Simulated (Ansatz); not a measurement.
C6H12 can be A, `C=C(C)C(C)C`, or B, `C/C=C(/C)CC`.

Gas-phase electronic energies from Ansatz, PBE0-D4/def2-TZVP geometries. CCSD(T)/CBS adds triple-zeta CCSD(T) − MP2 to the extrapolated MP2 energy (def2 sets, frozen cores). DFT in def2-TZVPP. B3LYP here is the variant with VWN-RPA as its local correlation; programs differ in this. One conformer a species, not always the lowest.

A:

Z-matrix (Å, degrees):
```
C
C 1 1.497
H 1 1.094 2 111.4
H 1 1.094 2 111.4 3 119.1
H 1 1.091 2 111.0 3 -120.5
C 2 1.510 1 117.8 3 -59.5
C 2 1.329 1 121.4 3 120.5
C 6 1.527 2 111.9 1 62.3
C 6 1.527 2 111.9 1 -62.6
H 6 1.096 2 106.6 1 179.8
H 7 1.085 2 121.6 1 -0.0
H 7 1.085 2 121.4 1 -180.0
H 8 1.093 6 110.4 2 174.6
H 8 1.092 6 111.3 2 54.5
H 8 1.093 6 111.4 2 -66.2
H 9 1.092 6 111.3 2 -54.5
H 9 1.093 6 110.4 2 -174.6
H 9 1.093 6 111.4 2 66.2
```

B:

```xyz
18

C    -0.008    2.282   -0.403
C    -0.729    1.197    0.321
C    -0.314   -0.051    0.543
C    -1.177   -1.028    1.280
C     1.007   -0.593    0.071
C     0.889   -1.377   -1.232
H     0.126    3.160    0.239
H     0.975    1.975   -0.761
H    -0.585    2.618   -1.271
H    -1.712    1.469    0.701
H    -1.362   -1.926    0.682
H    -2.143   -0.594    1.544
H    -0.688   -1.363    2.201
H     1.416   -1.248    0.849
H     1.731    0.214   -0.058
H     1.853   -1.798   -1.528
H     0.537   -0.732   -2.041
H     0.181   -2.205   -1.139
```

Question: Which is lower in electronic energy at CCSD(T)/CBS, and by how much? (An estimate is asked.)

Answer: Computed: A, by 0.6 kJ/mol. So small a gap doesn't settle the order.

Question: Give E(B) − E(A) in kJ/mol with HF/def2-TZVPP, B3LYP-D4, CCSD/def2-TZVPP, B2PLYP, r2SCAN-D4, LDA (SPW92), ωB97M-V. (Estimate.)

Answer: Ansatz gave: HF/def2-TZVPP -2.7, B3LYP-D4 -3.6, CCSD/def2-TZVPP 0.3, B2PLYP -3.4, r2SCAN-D4 -3.2, LDA (SPW92) -5.3, ωB97M-V -0.5. The order is the other way round with HF/def2-TZVPP, B3LYP-D4, B2PLYP, r2SCAN-D4, LDA (SPW92).

Largest T1 diagnostic: 0.009.

Leaving LDA and LC-ωPBE aside and taking each functional with its dispersion term where it has one, the values, not all of them listed here, spread over 5.3 kJ/mol, from PBE-D4 to ωB97M-V. In def2-TZVPP, CCSD(T) changes the Hartree–Fock value by +3.5 kJ/mol (the triples alone add +0.5 kJ/mol) and MP2 by +3.9 kJ/mol.
